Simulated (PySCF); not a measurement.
# BN (boron nitride) at UPBE0/STO-3G

What is the energy change on altering one bond length of BN (boron nitride) at UPBE0/STO-3G? 

The calculation is run with PySCF 2.14.0.

14 further runs of the same task are left out: 5 that didn't finish, 9 set aside as unsound or not needed.

## (1) The molecule

BN has 2 atoms, charge 0, and is taken as a triplet. As SMILES, `B#N`. Geometry: relaxed at PBE0-D4/def2-TZVP.

Bond lengths: B1–N2 1.315 Å.

## (2) A single-point energy at UPBE0/STO-3G

input.py reads:

```python
# boron nitride
from pyscf import gto, dft

molecule = gto.M(
    atom='''
B      0.000000     0.000000    -0.044446
N      0.000000     0.000000     2.441432
''',
    charge=0,
    unit='bohr',
    spin=2,
    max_memory=1860,
    verbose=3,
    basis='sto-3g',
)

mf = dft.UKS(molecule, xc='pbe0')
mf.conv_tol = 1e-10
mf.grids.level = 5
mf.kernel()
if not mf.converged:
    mf = mf.newton().run(mf.mo_coeff, mf.mo_occ)

e_final = mf.e_tot
print('E(%s) = %.9f' % ('PBE0', e_final))
```

The run is started by

```sh
$ OMP_NUM_THREADS=1 python input.py
```

The program printed:

```text
WARN: HOMO -0.148772880807477 >= LUMO -0.258728187055524

converged SCF energy = -78.2669039506634  <S^2> = 2.0049523  2S+1 = 3.0032997
E(PBE0) = -78.266903951
```

It took 1.5 s on 1 thread of Arm Neoverse V2, shared host; peak memory 0.15 GiB.

## (3) The distorted shape

job.py reads:

```python
from pyscf import gto, dft

molecule = gto.M(
    atom='''
B        0.000000       0.000000      -0.286650
N        0.000000       0.000000       1.291950
''',
    spin=2,
    max_memory=1860,
    basis='sto-3g',
    verbose=3,
)

calc0 = dft.UKS(molecule, xc='pbe0')
calc0.conv_tol = 1e-10
calc0.grids.level = 5
calc0.kernel()
if not calc0.converged:
    calc0 = calc0.newton().run(calc0.mo_coeff, calc0.mo_occ)

energy = calc0.e_tot
print('E = %.10f Eh' % energy)
```

The run is started by

```sh
$ OMP_NUM_THREADS=1 python job.py
```

The program printed:

```text
WARN: HOMO -0.145120696442057 >= LUMO -0.198151077592386

converged SCF energy = -78.2249869049996  <S^2> = 2.0072698  2S+1 = 3.0048426
E = -78.2249869050 Eh
```

It took 1.6 s on 1 thread of Arm Neoverse V2, shared host; peak memory 0.15 GiB.

## (4) Outcome

At UPBE0/STO-3G:

| quantity | value |
| --- | --- |
| first shape: total energy | -78.26690 Eh |
| first shape: dipole moment | 1.66 D |
| first shape: HOMO energy (highest over α and β) | -5.89 eV |
| first shape: LUMO energy (lowest over α and β) | -2.18 eV |
| first shape: ⟨S²⟩ | 2.005 |
| distorted shape: total energy | -78.22499 Eh |
| distorted shape: dipole moment | 1.56 D |
| distorted shape: HOMO energy (highest over α and β) | -4.13 eV |
| distorted shape: LUMO energy (lowest over α and β) | -0.55 eV |
| distorted shape: ⟨S²⟩ | 2.007 |
| energy change with the B1–N2 bond stretched from 1.315 to 1.579 Å | 1.141 eV |

What this shows: With the B1–N2 bond stretched from 1.315 to 1.579 Å the energy rises by 1.14 eV (110 kJ/mol). The first shape isn't relaxed at this level, so the change isn't measured from a minimum. The minimal basis adds a large error of its own.
